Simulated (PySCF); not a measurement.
C₄H₅O₂ (doublet state).
Geometry (GFN2-xTB, Å), atoms numbered from 1 in this order:
```
atom  x, y, z in Å
C1    -0.8575   -1.1019    0.1116
C2    -0.4002    0.1481   -0.2255
C3    -1.1782    1.2766   -0.3349
O4     0.9577    0.3325   -0.5467
C5     1.9041   -0.1805    0.2219
O6     1.7762   -0.8039    1.2313
H7    -0.2041   -1.9513    0.1624
H8    -1.8938   -1.2413    0.3518
H9    -0.7426    2.2192   -0.6063
H10   -2.2357    1.2242   -0.1647
H11    2.8795    0.0809   -0.2269
```

The hyperfine couplings belong to this conformer and change with its torsions.

Identity: `[CH2]C(=C)OC=O` [radical].

Level of theory: UKS B3LYP, pcH-1 on C H O, non-relativistic, mean-field spin-orbit, GIAO in PySCF 2.14.0. Isolated species at its GFN2-xTB geometry (one conformer only). Couplings are sensitive to structure, and on GFN2-xTB geometries they can be far from those on DFT ones. No stability test was run, so a lower SCF solution isn't excluded. ⟨S²⟩ is 0.779 where a pure state has 0.75.

(1) Where do the isotropic ENDOR lines of C1, C2, C3, C5, H7, H9, H8, H10 and H11 fall at 1209.3 mT, to first order?

(2) Which pairs are centred on the nuclear Larmor frequency, and which on half the coupling?

(3) At what field would the lower line of C3 fall to zero frequency?

Answers

(1) For S = 1/2 in fast tumbling each set of equivalent nuclei gives two lines, ν± = |νn ± a/2| to first order, with νn = g_N μN B/h and μN/h = 7.62259 MHz/T.

| nuclei | isotope | g_N | νn (MHz) | a_iso (MHz) | lower line (MHz) | upper line (MHz) |
| --- | --- | --- | --- | --- | --- | --- |
| C1 | 13C | 1.4048 | 12.95 | 56.40 | 15.25 | 41.15 |
| C2 | 13C | 1.4048 | 12.95 | -56.11 | 15.11 | 41.01 |
| C3 | 13C | 1.4048 | 12.95 | 55.39 | 14.74 | 40.64 |
| C5 | 13C | 1.4048 | 12.95 | -6.04 | 9.93 | 15.97 |
| H7 | 1H | 5.5857 | 51.49 | -43.08 | 29.95 | 73.03 |
| H9 | 1H | 5.5857 | 51.49 | -42.53 | 30.22 | 72.75 |
| H8 | 1H | 5.5857 | 51.49 | -41.08 | 30.95 | 72.03 |
| H10 | 1H | 5.5857 | 51.49 | -40.44 | 31.27 | 71.71 |
| H11 | 1H | 5.5857 | 51.49 | 1.91 | 50.53 | 52.45 |

The rows for 13C, of low natural abundance, apply to labelled samples.

(2) Centred on νn, since |a| < 2νn: C5, H7, H9, H8, H10 and H11. Centred on |a|/2 and split by 2νn: C1, C2 and C3.

(3) Where νn = |a|/2, that is B = 27.69 MHz/(1.4048 × 7.62259 MHz/T) = 2590 mT, as far as first order holds there.

H7 and H8 aren't averaged: C1 is flat or nearly so (angle sum 360°), and its turn about the short C1–C2 bond (1.37 Å) is taken as slow.

The run took 25 s of wall time on Arm Neoverse V1, one thread, no GPU, shared host.
